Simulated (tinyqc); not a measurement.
FCI on RHF in the sto-3g basis, for HF, spin multiplicity 1, step by step. Computed by tinyqc, a small Python program that keeps every step (integrals from PySCF). Settings: charge = 0, multiplicity = 1, basis = sto-3g, method = RHF, energy threshold = 1e-10, iteration cap = 71, orthogonalisation = symmetric, start = atomic densities, DIIS depth = 6, ci = FCI, davidson = 1. Command: `OMP_NUM_THREADS=1 python tinyqc.py 29574 29575 out.jsonl` (the two numbers bound the seeds that draw the settings). One thread of a shared host (Intel(R) Xeon(R) Processor @ 2.60GHz), about 0.1 s of CPU time with the checks. The early iterations of the SCF are left out here.

## One-electron integrals

Geometry (angstrom):
```
atom         x         y         z
F     0.000000  0.000000  0.000000
H     0.000000  0.000000  0.936000
```

Basis sto-3g: exponents (1/bohr^2) and contraction coefficients of normalised primitives:
```
element  l (shell)    exponent  coefficient
F            s (1)  166.679130     0.154329
F            s (1)   30.360812     0.535328
F            s (1)    8.216821     0.444635
F            s (2)    6.464803    -0.099967
F            s (2)    1.502281     0.399513
F            s (2)    0.488588     0.700115
F            p (3)    6.464803     0.155916
F            p (3)    1.502281     0.607684
F            p (3)    0.488588     0.391957
H            s (1)    3.425251     0.154329
H            s (1)    0.623914     0.535328
H            s (1)    0.168855     0.444635
```

Overlap, kinetic and nuclear-attraction integrals over the contracted functions; the nuclear repulsion is the sum of Za Zb / Rab.

nuclear repulsion = 5.08824241 hartree

overlap S, order 1F 1s, 1F 2s, 1F 2px, 1F 2py, 1F 2pz, 2H 1s:
$$\begin{pmatrix}
1.000000 & 0.237990 & 0.000000 & 0.000000 & 0.000000 & 0.047291 \\
0.237990 & 1.000000 & 0.000000 & 0.000000 & 0.000000 & 0.436223 \\
0.000000 & 0.000000 & 1.000000 & 0.000000 & 0.000000 & 0.000000 \\
0.000000 & 0.000000 & 0.000000 & 1.000000 & 0.000000 & 0.000000 \\
0.000000 & 0.000000 & 0.000000 & 0.000000 & 1.000000 & 0.342640 \\
0.047291 & 0.436223 & 0.000000 & 0.000000 & 0.342640 & 1.000000
\end{pmatrix}$$

kinetic energy T (hartree), order 1F 1s, 1F 2s, 1F 2px, 1F 2py, 1F 2pz, 2H 1s:
$$\begin{pmatrix}
36.984577 & -0.212858 & 0.000000 & 0.000000 & 0.000000 & -0.001134 \\
-0.212858 & 1.037995 & 0.000000 & 0.000000 & 0.000000 & 0.118665 \\
0.000000 & 0.000000 & 3.248015 & 0.000000 & 0.000000 & 0.000000 \\
0.000000 & 0.000000 & 0.000000 & 3.248015 & 0.000000 & 0.000000 \\
0.000000 & 0.000000 & 0.000000 & 0.000000 & 3.248015 & 0.259701 \\
-0.001134 & 0.118665 & 0.000000 & 0.000000 & 0.259701 & 0.760032
\end{pmatrix}$$

nuclear attraction V (hartree), order 1F 1s, 1F 2s, 1F 2px, 1F 2py, 1F 2pz, 2H 1s:
$$\begin{pmatrix}
-77.574940 & -9.311359 & 0.000000 & 0.000000 & -0.014452 & -1.906272 \\
-9.311359 & -12.102734 & 0.000000 & 0.000000 & -0.173675 & -4.077163 \\
0.000000 & 0.000000 & -11.972723 & 0.000000 & 0.000000 & 0.000000 \\
0.000000 & 0.000000 & 0.000000 & -11.972723 & 0.000000 & 0.000000 \\
-0.014452 & -0.173675 & 0.000000 & 0.000000 & -12.084169 & -2.841391 \\
-1.906272 & -4.077163 & 0.000000 & 0.000000 & -2.841391 & -6.113816
\end{pmatrix}$$

core Hamiltonian H = T + V (hartree), order 1F 1s, 1F 2s, 1F 2px, 1F 2py, 1F 2pz, 2H 1s:
$$\begin{pmatrix}
-40.590363 & -9.524216 & 0.000000 & 0.000000 & -0.014452 & -1.907406 \\
-9.524216 & -11.064739 & 0.000000 & 0.000000 & -0.173675 & -3.958497 \\
0.000000 & 0.000000 & -8.724708 & 0.000000 & 0.000000 & 0.000000 \\
0.000000 & 0.000000 & 0.000000 & -8.724708 & 0.000000 & 0.000000 \\
-0.014452 & -0.173675 & 0.000000 & 0.000000 & -8.836155 & -2.581690 \\
-1.907406 & -3.958497 & 0.000000 & 0.000000 & -2.581690 & -5.353784
\end{pmatrix}$$

## Two-electron integrals

Functions are numbered as in S; the eight-fold symmetry (ij|kl) = (ji|kl) = (kl|ij) leaves the list below.

Two-electron integrals (ij|kl) in chemists' order, unique and non-zero (hartree):
```
(11|11) 5.403501   (21|11) 0.841920   (21|21) 0.156299   (22|11) 1.268028
(22|21) 0.292344   (22|22) 0.926167   (31|31) 0.027998   (32|31) 0.043169
(32|32) 0.204588   (33|11) 1.264502   (33|21) 0.292403   (33|22) 0.925959
(33|33) 0.997514   (41|41) 0.027998   (42|41) 0.043169   (42|42) 0.204588
(43|43) 0.053770   (44|11) 1.264502   (44|21) 0.292403   (44|22) 0.925959
(44|33) 0.889973   (44|44) 0.997514   (51|51) 0.027998   (52|51) 0.043169
(52|52) 0.204588   (53|53) 0.053770   (54|54) 0.053770   (55|11) 1.264502
(55|21) 0.292403   (55|22) 0.925959   (55|33) 0.889973   (55|44) 0.889973
(55|55) 0.997514   (61|11) 0.170074   (61|21) 0.031287   (61|22) 0.058083
(61|33) 0.057997   (61|44) 0.057997   (61|51) 0.001278   (61|52) 0.002386
(61|55) 0.058264   (61|61) 0.006327   (62|11) 0.409355   (62|21) 0.095553
(62|22) 0.335288   (62|33) 0.330535   (62|44) 0.330535   (62|51) 0.006474
(62|52) 0.049494   (62|55) 0.344474   (62|61) 0.019375   (62|62) 0.146498
(63|31) 0.010258   (63|32) 0.059813   (63|53) 0.010544   (63|63) 0.022271
(64|41) 0.010258   (64|42) 0.059813   (64|54) 0.010544   (64|64) 0.022271
(65|11) 0.269185   (65|21) 0.063672   (65|22) 0.239266   (65|33) 0.228867
(65|44) 0.228867   (65|51) 0.014051   (65|52) 0.093583   (65|55) 0.259796
(65|61) 0.013482   (65|62) 0.128114   (65|65) 0.133512   (66|11) 0.542373
(66|21) 0.128687   (66|22) 0.519033   (66|33) 0.500819   (66|44) 0.500819
(66|51) 0.011549   (66|52) 0.122388   (66|55) 0.554847   (66|61) 0.026292
(66|62) 0.283417   (66|65) 0.287871   (66|66) 0.774606
```

## Orthogonalisation

S = U s U^T; symmetric (Loewdin) form X = U s^(-1/2) U^T, so that X^T S X = 1.

eigenvalues of S: [0.426188, 0.845654, 1.000000, 1.000000, 1.124344, 1.603814]

X, order 1F 1s, 1F 2s, 1F 2px, 1F 2py, 1F 2pz, 2H 1s:
$$\begin{pmatrix}
1.023255 & -0.132874 & 0.000000 & 0.000000 & -0.007246 & 0.022195 \\
-0.132874 & 1.119479 & 0.000000 & 0.000000 & 0.074796 & -0.279510 \\
0.000000 & 0.000000 & 1.000000 & 0.000000 & 0.000000 & 0.000000 \\
0.000000 & 0.000000 & 0.000000 & 1.000000 & 0.000000 & 0.000000 \\
-0.007246 & 0.074796 & 0.000000 & 0.000000 & 1.057491 & -0.215594 \\
0.022195 & -0.279510 & 0.000000 & 0.000000 & -0.215594 & 1.151715
\end{pmatrix}$$

## Iteration 7 (converged): orbitals

converged F (hartree), order 1F 1s, 1F 2s, 1F 2px, 1F 2py, 1F 2pz, 2H 1s:
$$\begin{pmatrix}
-25.891941 & -6.622943 & 0.000000 & 0.000000 & -0.023755 & -1.336664 \\
-6.622943 & -3.044405 & 0.000000 & 0.000000 & -0.094093 & -1.115422 \\
0.000000 & 0.000000 & -0.463596 & 0.000000 & 0.000000 & 0.000000 \\
0.000000 & 0.000000 & 0.000000 & -0.463596 & 0.000000 & 0.000000 \\
-0.023755 & -0.094093 & 0.000000 & 0.000000 & -0.351923 & -0.572342 \\
-1.336664 & -1.115422 & 0.000000 & 0.000000 & -0.572342 & -0.575506
\end{pmatrix}$$

Diagonalise F' = X^T F X, C = X C', fill 5 alpha and 5 beta electrons from the bottom; D = 2 C_occ C_occ^T. Each column has its largest component positive (the first on a tie).

F' = X^T F X (hartree):
$$\begin{pmatrix}
-25.417040 & -3.411756 & 0.000000 & 0.000000 & -0.051046 & -0.191024 \\
-3.411756 & -1.741690 & 0.000000 & 0.000000 & 0.098553 & -0.562892 \\
0.000000 & 0.000000 & -0.463596 & 0.000000 & 0.000000 & 0.000000 \\
0.000000 & 0.000000 & 0.000000 & -0.463596 & 0.000000 & 0.000000 \\
-0.051046 & 0.098553 & 0.000000 & 0.000000 & -0.153262 & -0.574154 \\
-0.191024 & -0.562892 & 0.000000 & 0.000000 & -0.574154 & -0.025241
\end{pmatrix}$$

orbital energies (hartree): MO1 -25.901732, MO2 -1.465386, MO3 -0.579523, MO4 -0.463596, MO5 -0.463596, MO6 0.609408

coefficients C, order 1F 1s, 1F 2s, 1F 2px, 1F 2py, 1F 2pz, 2H 1s:
$$\begin{pmatrix}
0.994722 & -0.249938 & 0.080397 & 0.000000 & 0.000000 & 0.082739 \\
0.022446 & 0.941528 & -0.422893 & 0.000000 & 0.000000 & -0.537393 \\
0.000000 & 0.000000 & 0.000000 & -0.354502 & 0.935055 & 0.000000 \\
0.000000 & 0.000000 & 0.000000 & 0.935055 & 0.354502 & 0.000000 \\
0.002814 & 0.083978 & 0.700034 & 0.000000 & 0.000000 & -0.820553 \\
-0.005559 & 0.154493 & 0.527616 & 0.000000 & 0.000000 & 1.072039
\end{pmatrix}$$

D after iteration 7, order 1F 1s, 1F 2s, 1F 2px, 1F 2py, 1F 2pz, 2H 1s:
$$\begin{pmatrix}
2.116811 & -0.493992 & 0.000000 & 0.000000 & 0.076182 & -0.003449 \\
-0.493992 & 2.131635 & 0.000000 & 0.000000 & -0.433817 & -0.155580 \\
0.000000 & 0.000000 & 2.000000 & 0.000000 & 0.000000 & 0.000000 \\
0.000000 & 0.000000 & 0.000000 & 2.000000 & 0.000000 & 0.000000 \\
0.076182 & -0.433817 & 0.000000 & 0.000000 & 0.994215 & 0.764615 \\
-0.003449 & -0.155580 & 0.000000 & 0.000000 & 0.764615 & 0.604555
\end{pmatrix}$$

Within a degenerate level the vectors are fixed only up to a rotation; this is one choice.

## Convergence

Stop when the energy changes by less than 1e-10 hartree and every element of the error matrix X^T (F D S - S D F) X is below 3e-06.

Course of the cycle:
```
iteration   E (hartree)     change  largest element of the error matrix
1          -99.43425629          -                             1.34e+00
2          -98.54039810   8.94e-01                             2.39e-01
3          -98.57161170  -3.12e-02                             2.95e-02
4          -98.57232967  -7.18e-04                             3.63e-03
5          -98.57233766  -7.99e-06                             8.25e-05
6          -98.57233767  -3.35e-09                             1.80e-06
7          -98.57233767  -1.58e-12                             1.23e-08
```

PySCF RHF in the same basis = -98.57233767 hartree

Converged in 7 iterations.

## Integrals over molecular orbitals

(pq|rs) = sum C_ip C_jq C_kr C_ls (ij|kl), one index at a time.

one-electron integrals over orbitals h = C^T H C (hartree):
$$\begin{pmatrix}
-40.572103 & 0.702965 & -0.216311 & 0.000000 & 0.000000 & -0.225904 \\
0.702965 & -9.149960 & 0.558296 & 0.000000 & 0.000000 & 1.192433 \\
-0.216311 & 0.558296 & -7.615267 & 0.000000 & 0.000000 & 1.862313 \\
0.000000 & 0.000000 & 0.000000 & -8.724708 & 0.000000 & 0.000000 \\
0.000000 & 0.000000 & 0.000000 & 0.000000 & -8.724708 & 0.000000 \\
-0.225904 & 1.192433 & 1.862313 & 0.000000 & 0.000000 & -6.115195
\end{pmatrix}$$

Two-electron integrals over orbitals (pq|rs), unique and non-zero (hartree):
```
(11|11) 5.362400    (21|11) -0.504253   (21|21) 0.075038    (22|11) 1.199448
(22|21) -0.019659   (22|22) 0.857044    (31|11) 0.161816    (31|21) -0.022058
(31|22) 0.013457    (31|31) 0.023277    (32|11) -0.144501   (32|21) 0.008716
(32|22) -0.018363   (32|31) 0.020963    (32|32) 0.157299    (33|11) 1.005290
(33|21) -0.011184   (33|22) 0.754948    (33|31) -0.005584   (33|32) -0.049670
(33|33) 0.768886    (41|41) 0.029606    (42|41) 0.039029    (42|42) 0.180586
(43|41) -0.011541   (43|42) -0.043028   (43|43) 0.048352    (44|11) 1.264006
(44|21) -0.014416   (44|22) 0.878062    (44|31) 0.004700    (44|32) -0.077344
(44|33) 0.755916    (44|44) 0.997514    (51|51) 0.029606    (52|51) 0.039029
(52|52) 0.180586    (53|51) -0.011541   (53|52) -0.043028   (53|53) 0.048352
(54|54) 0.053770    (55|11) 1.264006    (55|21) -0.014416   (55|22) 0.878062
(55|31) 0.004700    (55|32) -0.077344   (55|33) 0.755916    (55|44) 0.889973
(55|55) 0.997514    (61|11) 0.168029    (61|21) -0.027252   (61|22) 0.000128
(61|31) -0.008392   (61|32) -0.025103   (61|33) 0.012645    (61|44) 0.004596
(61|55) 0.004596    (61|61) 0.025952    (62|11) -0.245877   (62|21) 0.005362
(62|22) -0.129587   (62|31) -0.020248   (62|32) -0.045279   (62|33) -0.038557
(62|44) -0.128007   (62|55) -0.128007   (62|61) 0.015608    (62|62) 0.097274
(63|11) -0.355163   (63|21) 0.006236    (63|22) -0.164348   (63|31) 0.002261
(63|32) 0.094298    (63|33) -0.124420   (63|44) -0.195325   (63|55) -0.195325
(63|61) -0.006442   (63|62) 0.057114    (63|63) 0.175449    (64|41) -0.010784
(64|42) -0.042548   (64|43) -0.014380   (64|64) 0.031587    (65|51) -0.010784
(65|52) -0.042548   (65|53) -0.014380   (65|65) 0.031587    (66|11) 0.887674
(66|21) -0.008952   (66|22) 0.682878    (66|31) 0.016033    (66|32) 0.071246
(66|33) 0.669368    (66|44) 0.651653    (66|55) 0.651653    (66|61) -0.009747
(66|62) -0.067080   (66|63) -0.014252   (66|66) 0.714085
```

## FCI: determinants and Hamiltonian

Hartree-Fock energy = -98.57233767 hartree

Slater-Condon rules over spin orbitals, with the nuclear repulsion added and E(HF) subtracted on the diagonal. Only determinants linked to the reference directly or through others are kept (one block of an abelian symmetry group), so some states are absent.

Occupation strings over the orbitals (2 doubly, a alpha, b beta, 0 empty; spin orbitals ordered 1a 1b 2a 2b ...): 222220 22a22b 2a222b a2222b 22b22a 2b222a b2222a 222202 222022 220222 2ab222 a2b222 2ba222 202222 ab2222 b2a222 ba2222 022222

H - E(HF) between determinants (hartree):
```
           222220     22a22b     2a222b     a2222b     22b22a     2b222a     b2222a     222202
222220   0.000000   0.000000   0.000000   0.000000   0.000000   0.000000   0.000000   0.031587
22a22b   0.000000   0.695013  -0.014131  -0.022475  -0.175449  -0.057114   0.006442   0.014380
2a222b   0.000000  -0.014131   1.489191   0.024560  -0.057114  -0.097274  -0.015608   0.042548
a2222b   0.000000  -0.022475   0.024560  25.649418   0.006442  -0.015608  -0.025952   0.010784
22b22a   0.000000  -0.175449  -0.057114   0.006442   0.695013  -0.014131  -0.022475  -0.014380
2b222a   0.000000  -0.057114  -0.097274  -0.015608  -0.014131   1.489191   0.024560  -0.042548
b2222a   0.000000   0.006442  -0.015608  -0.025952  -0.022475   0.024560  25.649418  -0.010784
222202   0.031587   0.014380   0.042548   0.010784  -0.014380  -0.042548  -0.010784   1.314168
222022   0.031587   0.014380   0.042548   0.010784  -0.014380  -0.042548  -0.010784   0.053770
220222   0.175449   0.110169  -0.094298  -0.002261  -0.110169   0.094298   0.002261   0.048352
2ab222  -0.057114   0.094298  -0.150097   0.006236  -0.028522   0.045279   0.020248   0.043028
a2b222   0.006442   0.002261   0.006236  -0.340911  -0.022392   0.025103   0.008392   0.011541
2ba222   0.057114  -0.028522   0.045279   0.020248   0.094298  -0.150097   0.006236  -0.043028
202222   0.097274   0.045279   0.062508  -0.005362  -0.045279  -0.062508   0.005362   0.180586
ab2222  -0.015608  -0.020248   0.005362  -0.178798   0.025103  -0.009874   0.027252  -0.039029
b2a222  -0.006442  -0.022392   0.025103   0.008392   0.002261   0.006236  -0.340911  -0.011541
ba2222   0.015608   0.025103  -0.009874   0.027252  -0.020248   0.005362  -0.178798   0.039029
022222   0.025952   0.008392   0.027252  -0.177776  -0.008392  -0.027252   0.177776   0.029606

           222022     220222     2ab222     a2b222     2ba222     202222     ab2222     b2a222
222220   0.031587   0.175449  -0.057114   0.006442   0.057114   0.097274  -0.015608  -0.006442
22a22b   0.014380   0.110169   0.094298   0.002261  -0.028522   0.045279  -0.020248  -0.022392
2a222b   0.042548  -0.094298  -0.150097   0.006236   0.045279   0.062508   0.005362   0.025103
a2222b   0.010784  -0.002261   0.006236  -0.340911   0.020248  -0.005362  -0.178798   0.008392
22b22a  -0.014380  -0.110169  -0.028522  -0.022392   0.094298  -0.045279   0.025103   0.002261
2b222a  -0.042548   0.094298   0.045279   0.025103  -0.150097  -0.062508  -0.009874   0.006236
b2222a  -0.010784   0.002261   0.020248   0.008392   0.006236   0.005362   0.027252  -0.340911
222202   0.053770   0.048352   0.043028   0.011541  -0.043028   0.180586  -0.039029  -0.011541
222022   1.314168   0.048352   0.043028   0.011541  -0.043028   0.180586  -0.039029  -0.011541
220222   0.048352   1.534261   0.135048   0.044092  -0.135048   0.157299  -0.020963  -0.044092
2ab222   0.043028   0.135048   2.300991   0.022328  -0.157299   0.103740   0.008716  -0.020963
a2b222   0.011541   0.044092   0.022328  26.506764  -0.020963  -0.008716  -0.229878  -0.023277
2ba222  -0.043028  -0.135048  -0.157299  -0.020963   2.300991  -0.103740   0.025051   0.022328
202222   0.180586   0.157299   0.103740  -0.008716  -0.103740   3.183755  -0.013853   0.008716
ab2222  -0.039029  -0.020963   0.008716  -0.229878   0.025051  -0.013853  27.481589   0.022058
b2a222  -0.011541  -0.044092  -0.020963  -0.023277   0.022328   0.008716   0.022058  26.506764
ba2222   0.039029   0.020963   0.025051   0.022058   0.008716   0.013853  -0.075038  -0.229878
022222   0.029606   0.023277   0.022058  -0.123308  -0.022058   0.075038   0.470741   0.123308

           ba2222     022222
222220   0.015608   0.025952
22a22b   0.025103   0.008392
2a222b  -0.009874   0.027252
a2222b   0.027252  -0.177776
22b22a  -0.020248  -0.008392
2b222a   0.005362  -0.027252
b2222a  -0.178798   0.177776
222202   0.039029   0.029606
222022   0.039029   0.029606
220222   0.020963   0.023277
2ab222   0.025051   0.022058
a2b222   0.022058  -0.123308
2ba222   0.008716  -0.022058
202222   0.013853   0.075038
ab2222  -0.075038   0.470741
b2a222  -0.229878   0.123308
ba2222  27.481589  -0.470741
022222  -0.470741  55.599972
```

## FCI: roots

Diagonalise (each vector has its largest component positive (the first on a tie)); all determinants have Ms = 0, so triplets appear too. The lowest singlet root is the correlation energy.

lowest roots of this matrix, relative to E(HF) (hartree): [-0.027321, 0.511746, 0.824350, 1.260398, 1.281091, 1.381899, 1.490556, 1.626159]

lowest vectors, order 222220, 22a22b, 2a222b, a2222b, 22b22a, 2b222a, b2222a, 222202, 222022, 220222, 2ab222, a2b222, 2ba222, 202222, ab2222, b2a222, ba2222, 022222:
$$\begin{pmatrix}
0.991722 & 0.000000 & -0.037815 & 0.000000 \\
0.011902 & 0.704597 & 0.685702 & 0.000000 \\
-0.001539 & 0.054042 & -0.075989 & 0.000000 \\
0.000031 & 0.000463 & 0.000877 & 0.000000 \\
-0.011902 & 0.704597 & -0.685702 & 0.000000 \\
0.001539 & 0.054042 & 0.075989 & 0.000000 \\
-0.000031 & 0.000463 & -0.000877 & 0.000000 \\
-0.017241 & 0.000000 & 0.004630 & 0.707107 \\
-0.017241 & 0.000000 & 0.004630 & -0.707107 \\
-0.114893 & 0.000000 & -0.206296 & 0.000000 \\
0.029956 & -0.024934 & -0.044883 & 0.000000 \\
-0.000101 & 0.000488 & -0.000258 & 0.000000 \\
-0.029956 & -0.024934 & 0.044883 & 0.000000 \\
-0.024674 & 0.000000 & -0.003727 & 0.000000 \\
0.000457 & -0.000080 & 0.001011 & 0.000000 \\
0.000101 & 0.000488 & 0.000258 & 0.000000 \\
-0.000457 & -0.000080 & -0.001011 & 0.000000 \\
-0.000397 & 0.000000 & -0.000006 & 0.000000
\end{pmatrix}$$

<S^2> of these roots: [0.000000, 2.000000, 0.000000, 0.000000, 0.000000, 2.000000, 0.000000, 0.000000]

weight of the ground state by excitation level 0, 1, 2, ...: [0.983513, 0.000288, 0.016199]

## The lowest root by the Davidson method

Start from the reference; add the residual divided by (theta - H_ii), orthogonalised, at each step.

Davidson iterations:
```
iteration  subspace  lowest Ritz value (hartree)  residual norm
1                 1                            0       2.24e-01
2                 2                  -0.02662703       3.83e-02
3                 3                  -0.02731307       4.11e-03
4                 4                  -0.02732092       4.71e-04
5                 5                  -0.02732107       2.52e-05
6                 6                  -0.02732107       1.60e-06
7                 7                  -0.02732107       1.13e-07
8                 8                  -0.02732107       2.84e-09
```
